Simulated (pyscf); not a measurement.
H₂O (SMILES O) + HO–SiH₂–F (SMILES O[SiH2]F) → HO–SiH₂–F (SMILES O[SiH2]F) + H₂O (SMILES O) (four-centre exchange; singlet surface; H–O, O–Si broken, O–Si, H–O formed). PySCF, gas phase, ωB97X-D3(BJ)/def2-SVP geometries. Correlated levels are frozen-core, on RHF or UHF. ΔMP2 is the change of the MP2 total energy from the triple- to the quadruple-zeta basis. Energies in eV from the separated reactants.

```json
[
 {"level": "ωB97X-D3(BJ)/def2-TZVP", "barrier": "0.85", "reaction energy": "0.00"},
 {"level": "PBE/def2-TZVP", "barrier": "0.71", "reaction energy": "0.00"},
 {"level": "B3LYP-D3(BJ)/def2-TZVP", "barrier": "0.88", "reaction energy": "0.00"},
 {"level": "M06-2X/def2-TZVP", "barrier": "0.82", "reaction energy": "0.00"},
 {"level": "ωB97M-D3(BJ)/def2-TZVP", "barrier": "0.85", "reaction energy": "0.00"},
 {"level": "HF/def2-TZVP", "barrier": "___", "reaction energy": "0.00"},
 {"level": "CCSD(T)/def2-TZVPP + ΔMP2(QZVPP)", "barrier": "___", "reaction energy": "0.00"}
]
```

Q: Some entries are withheld; supply them.

A: 
- HF/def2-TZVP, barrier: 1.58
- CCSD(T)/def2-TZVPP + ΔMP2(QZVPP), barrier: 0.99

Of the functionals in the table, B3LYP-D3(BJ) is closest to CCSD(T)/def2-TZVPP + ΔMP2(QZVPP) in the barrier (0.10 eV apart) and PBE least close (0.28 eV); that level has limits of its own. On the reactant side the descent ends in a complex, 0.22 eV under the separated species and 1.07 eV under the saddle at ωB97X-D3(BJ)/def2-TZVP. This is the saddle that the search found; another between the same sides may lie lower. The CCSD(T) − MP2 part came from Ansatz, without density fitting, on the same reference.
